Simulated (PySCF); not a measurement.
One of the candidates below gave these computed data.

All candidates are C4H7ClO.

| technique | computed result |
| --- | --- |
| Dipole | 3.04 D [CAM-B3LYP/def2-SVPD] |
| Triplet | lowest triplet excitation (Tamm–Dancoff): 4.64 eV [TDA CAM-B3LYP/def2-SVPD] |
| Rotational structure | rotational constants A, B, C: 4.444, 2.084, 1.622 GHz [GFN2-xTB] |
| 13C NMR | chemical shifts (computed TMS as zero) by class: 188.5 (1 C), 49.2 (1 C), 21.6 (2 C) ppm [GIAO PBE0/pcSseg-1] |
| 1H NMR | chemical shifts (computed TMS as zero) by class: 2.73 (1 H), 1.30 (6 H) ppm [GIAO PBE0/pcSseg-1] |
| NMR, other nuclei | isotropic shieldings of nuclei other than C and H, by class: -247 (1 O), 499 (1 Cl) ppm [GIAO PBE0/pcSseg-1] |
| UV, first state | lowest singlet excitation: 5.16 eV (240 nm, f = 0.000) [TDDFT CAM-B3LYP/def2-SVPD] |
| Polarisability | 65.6 au [CAM-B3LYP/def2-SVPD] |

Gas-phase values; electronic properties from PySCF, density fitting. Levels stand in brackets. One conformer (not necessarily the lowest) at the GFN2-xTB geometry, without solvent, vibrations or thermal averaging. NMR classes are plain means over equivalent atoms (diastereotopic ones count apart unless rotation or inversion swaps them), as if these changed places fast.

Problem. Which candidate is it?
A. `ClCC1COC1`
B. `COC/C=C/Cl`
C. `CC(C)C(=O)Cl`
D. `C=C[C@H](Cl)CO`
E. `CO/C=C\CCl`

Solution. C. It is `CC(C)C(=O)Cl`. Numbering: `[CH3:1][CH:2]([CH3:3])[C:4](=[O:5])[Cl:6]`. Its formula, C4H7ClO, gives 1 degree of unsaturation: 0 rings and 1 π bond in the structure found. 4 carbons fall into 3 classes; from least to most shielded: acyl halide carbon [C4] (188.5 ppm), sp3 carbon next to a carbonyl [C2] (49.2 ppm), methyl carbon [C1/C3] (21.6 ppm, 2 C, up to 3.4 ppm apart in this geometry). Hydrogen classes from least to most shielded: 1 H on an sp3 carbon next to a carbonyl, C2 (2.73 ppm), 6 H on 2 methyl carbons, C1/C3 (1.30 ppm, a mean of values up to 1.2 ppm apart in this geometry). The other shieldings belong to: -247 ppm, carbonyl oxygen [O5]; 499 ppm, chlorine bonded to C [Cl6]. The optimised geometry has point group C1 and is an asymmetric top.

The others, at the same levels:
- `C=C[C@H](Cl)CO` fails: it has 4 carbon classes against 3; its computed 13C shifts are 145.1 (1 C), 124.3 (1 C), 74.3 (1 C), 70.7 (1 C) ppm, 1H shifts are 6.73 (1 H), 5.57 (1 H), 5.52 (1 H), 4.32 (1 H), 4.16 (1 H), 3.88 (1 H), 1.76 (1 H) ppm and rotational constant A is 3.194 GHz (against 4.444 GHz).
- `ClCC1COC1` fails: its computed 13C shifts are 76.9 (2 C), 53.7 (1 C), 40.4 (1 C) ppm, 1H shifts are 4.96 (2 H), 4.46 (2 H), 3.77 (2 H), 3.13 (1 H) ppm and rotational constant A is 8.238 GHz (against 4.444 GHz).
- `CO/C=C\CCl` fails: it has 4 carbon classes against 3; its computed 13C shifts are 156.5 (1 C), 110.8 (1 C), 60.4 (1 C), 43.4 (1 C) ppm, 1H shifts are 6.16 (1 H), 4.85 (1 H), 4.31 (2 H), 3.82 (3 H) ppm and rotational constant A is 7.945 GHz (against 4.444 GHz).
- `COC/C=C/Cl` fails: it has 4 carbon classes against 3; its computed 13C shifts are 136.6 (1 C), 131.0 (1 C), 76.1 (1 C), 61.4 (1 C) ppm, 1H shifts are 6.36 (1 H), 5.96 (1 H), 4.10 (2 H), 3.59 (3 H) ppm and rotational constant A is 12.352 GHz (against 4.444 GHz).

Each candidate is one conformer, not necessarily the lowest. The conformers computed, where there is a choice (atom-mapped SMILES and torsion angles):
- `[CH3:1][CH:2]([CH3:3])[C:4](=[O:5])[Cl:6]`: C1–C2–C4–O5 107°
- `[CH2:1]=[CH:2][C@H:3]([Cl:4])[CH2:5][OH:6]`: C1–C2–C3–Cl4 -109°, C2–C3–C5–O6 57°, H–O6–C5–C3 54°
- `[Cl:1][CH2:2][CH:3]1[CH2:4][O:5][CH2:6]1`: Cl1–C2–C3–C4 -170°
- `[CH3:1][O:2]/[CH:3]=[CH:4]\[CH2:5][Cl:6]`: C1–O2–C3–C4 180°, C3–C4–C5–Cl6 -110°
- `[CH3:1][O:2][CH2:3]/[CH:4]=[CH:5]/[Cl:6]`: C1–O2–C3–C4 180°, O2–C3–C4–C5 0°
